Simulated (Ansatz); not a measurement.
# Relative stability

Two relaxed structures of CH5N, singlet (PBE0-D4/def2-TZVP; forces vanish, vibrations not checked).

A:

```xyz
7
angstrom
C -0.4738 -0.1384 -0.2815
N 0.8016 0.3909 0.1705
H -0.9844 -0.8064 0.4275
H -0.3272 -0.6907 -1.2125
H -1.1505 0.6893 -0.5055
H 1.4480 -0.3606 0.3735
H 0.6863 0.9158 1.0279
```

B:

C1  (-0.032, 0.578, -0.705)
N2  (0.110, 0.653, 0.545)
H3  (-1.552, -2.134, 1.084)
H4  (-0.581, -0.269, -1.121)
H5  (0.359, 1.306, -1.424)
H6  (-1.159, -1.502, 1.173)
H7  (0.639, 1.486, 0.808)
(Å)

Program: Ansatz 0.2.0. Basis: def2-TZVPP. Cores are frozen in the correlated methods. B3LYP uses VWN-RPA correlation.

(1) Which structure is lower at CCSD(T), and by how much? (To be estimated.)

The T1 diagnostic stays at or below 0.012.

## Answers

(1) Computed: A, by 132.9 kJ/mol (electronic energy, against the other). By their contacts, A is CH₅N ([CH3][NH2]) and B is a complex of CH₃N ([CH2][NH]) + H₂.

All methods give the same order:

| method | E(B) − E(A) (kJ/mol) |
| --- | --- |
| PBE-D4 | 137.9 |
| r2SCAN-D4 | 143.5 |
| PBE0-D4 | 153.7 |
| B3LYP-D4 | 131.9 |
| wB97M-V | 140.3 |
| HF | 137.5 |
| MP2 | 139.8 |
| CCSD | 138.0 |
| CCSD(T) | 132.9 |

Labels in which every atom is bracketed show which atoms are joined, not bond orders.

For scale, one of the runs: CCSD(T)/def2-TZVPP, 132 basis functions, launched by `ansatz run in.yaml --threads 2 --pin off --events-out ev --progress --plain --max-ram 4352MiB`. Hardware: 2 CPU threads of an Arm Neoverse V1, shared host. Wall time 11 s; peak host memory 0.67 GiB.
